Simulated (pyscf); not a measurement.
Single points on ωB97X-D3(BJ)/def2-SVP structures (PySCF, gas phase).

Task: For the elementary gas-phase step O=V(Cl)(Cl)–Cl (SMILES [O]=[V]([Cl])([Cl])[Cl]) + HCl (SMILES Cl) → HO–V(Cl)(Cl)(Cl)–Cl (SMILES [OH][V]([Cl])([Cl])([Cl])[Cl]) (singlet surface; Cl–H broken, H–O, Cl–V formed), what barrier and reaction energy does ωB97M-D3(BJ)/def2-TZVP give, measured from the separated reactants?

Result: ΔE‡ = 31.1 kcal/mol, ΔE = +23.8 kcal/mol. Zero-point energy shifts the barrier by +0.3 kcal/mol. It is an addition across a multiple bond or ene-type step, with an imaginary mode of 705i cm⁻¹. One saddle was located; it need not be the lowest between these sides.
